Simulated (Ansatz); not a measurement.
Lattice constant a (Å) of solids drawn from the class of tetrahedrally bonded semiconductors and semimetals, at two levels: PBE (Ansatz, an electronic-structure program, plane waves, PAW), and r²SCAN0 in Ansatz (PAW).

```json
[
 {"solid": "zinc-blende CdSe", "PBE": "6.196", "r²SCAN0": "6.109"},
 {"solid": "zinc-blende GaP", "PBE": "5.506", "r²SCAN0": "?"},
 {"solid": "zinc-blende InP", "PBE": "5.959", "r²SCAN0": "5.873"},
 {"solid": "zinc-blende BP", "PBE": "4.548", "r²SCAN0": "4.519"},
 {"solid": "zinc-blende ZnS", "PBE": "5.443", "r²SCAN0": "5.393"},
 {"solid": "cubic BN", "PBE": "3.625", "r²SCAN0": "3.590"},
 {"solid": "zinc-blende GaSb", "PBE": "6.214", "r²SCAN0": "?"},
 {"solid": "zinc-blende GaAs", "PBE": "5.745", "r²SCAN0": "5.638"},
 {"solid": "zinc-blende HgTe", "PBE": "6.650", "r²SCAN0": "6.519"},
 {"solid": "zinc-blende CdS (metastable phase)", "PBE": "5.927", "r²SCAN0": "5.859"}
]
```

Estimate the withheld r²SCAN0 values from the other rows.

One way: carry over the typical ratio. The ratios r²SCAN0 / PBE of the other rows, in order: 0.9803, 0.9814, 0.9856, 0.9860, 0.9885, 0.9903, 0.9908, 0.9936; median 0.98725. Zinc-blende GaP: 5.506 × 0.98725 = 5.436 Å; the run gives 5.434 Å. Zinc-blende GaSb: 6.214 × 0.98725 = 6.135 Å; the run gives 6.094 Å. The ratios spread from 0.9803 to 0.9936, so such an estimate is rough.

Of 10 rows, r²SCAN0 is the larger in 0 and the smaller in 10.

Ansatz's runs of these crystals have no spin polarisation.

Spin–orbit coupling is left out, also for the solids with elements from indium on (zinc-blende InP, zinc-blende GaSb, zinc-blende HgTe); its size isn't shown.

Caveats: the gap of the solid is closed in this run (PBE: zinc-blende GaSb). Ansatz's density-functional and Hartree–Fock values are scalar-relativistic unless marked +SOC, with PAW data made under PBE.
